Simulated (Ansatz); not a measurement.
Task: a geometry optimisation of C3H5NO, SMILES NC=CC=O, with the Ansatz DFT code, driven from Python. Give the script and its output. Settings: Hartree-Fock, 6-31G* basis, multiplicity 1.

`c3h5no_opt.py`
```python
"""Relax the C3H5NO molecule."""

import ansatz as az
import numpy as np
from rdkit import Chem
from rdkit.Chem import AllChem

SETTINGS = {
    "basis": "6-31G*",
    "functional": "hf",
}


def main() -> None:
    # a force-field geometry from the SMILES
    rd = Chem.AddHs(Chem.MolFromSmiles("NC=CC=O"))
    AllChem.EmbedMolecule(rd, randomSeed=385)
    AllChem.UFFOptimizeMolecule(rd)
    c3h5no = az.Crystal.molecule()
    for atom, xyz in zip(rd.GetAtoms(), rd.GetConformer().GetPositions()):
        c3h5no = c3h5no.atom(atom.GetSymbol(), xyz.round(5).tolist())

    setup = (
        c3h5no.calculation()
        .basis(gaussian=SETTINGS["basis"])
        .functional(SETTINGS["functional"])
    )
    symbols = [site.symbol for site in c3h5no.cartesian_sites]
    start = np.array([site.position_ang for site in c3h5no.cartesian_sites], dtype=float)
    r = setup.relax(force_tolerance=0.01, max_steps=100).run(threads=1).report
    end = np.array(r["positions_ang"])

    print(f"E = {r['free_energy_ev']:.6f} eV = {r['free_energy_ev'] / 27.211386246:.7f} Ha")
    print("converged:", r["converged"], " doubts:", r["published_state_doubts"] or "none")

    print("bond        before    after (A)")
    for i, j in [(0, 1), (0, 5), (0, 6), (1, 2), (1, 7), (2, 3), (2, 8), (3, 4), (3, 9)]:
        d0, d1 = (np.linalg.norm(xyz[i] - xyz[j]) for xyz in (start, end))
        print(f"{symbols[i]}{i}-{symbols[j]}{j}".ljust(10), f"{d0:8.4f} {d1:8.4f}")
    with open("c3h5no_opt.xyz", "w") as handle:
        handle.write(f"{len(symbols)}\nrelaxed C3H5NO\n")
        handle.writelines(f"{s:2s} {x:11.6f} {y:11.6f} {z:11.6f}\n" for s, (x, y, z) in zip(symbols, end))


if __name__ == "__main__":
    main()
```

```console
$ python c3h5no_opt.py
E = -6688.548855 eV = -245.7996368 Ha
converged: True  doubts: none
bond        before    after (A)
N0-C1        1.4278   1.3464
N0-H5        1.0447   0.9937
N0-H6        1.0438   0.9917
C1-C2        1.3357   1.3430
C1-H7        1.0833   1.0749
C2-C3        1.4707   1.4565
C2-H8        1.0831   1.0763
C3-O4        1.2601   1.1997
C3-H9        1.0818   1.0951
```

`c3h5no_opt.xyz`, as written:
```text
10
relaxed C3H5NO
N     1.796729    0.444811   -0.312446
C     0.480530    0.423178   -0.029741
C    -0.398545   -0.544974   -0.335419
C    -1.793815   -0.394160    0.054099
O    -2.258183    0.541940    0.643485
H     2.233764   -0.304008   -0.797950
H     2.366539    1.210249   -0.042621
H     0.117714    1.286153    0.498572
H    -0.102007   -1.434989   -0.862985
H    -2.442736   -1.228200   -0.232984
```

Notes:
- Total energies depend on the basis set; only differences at equal settings carry meaning.
- The end point is the stationary point reached from this start; no frequency run checks that it is a minimum, and the basis set is modest.
- Finished in 12 s on 1 thread of Intel(R) Xeon(R) Platinum 8488C (Sapphire Rapids), with other jobs on the host, peak memory 0.28 GiB.

(Lines on the test bed's own set-up are left out of the output.)
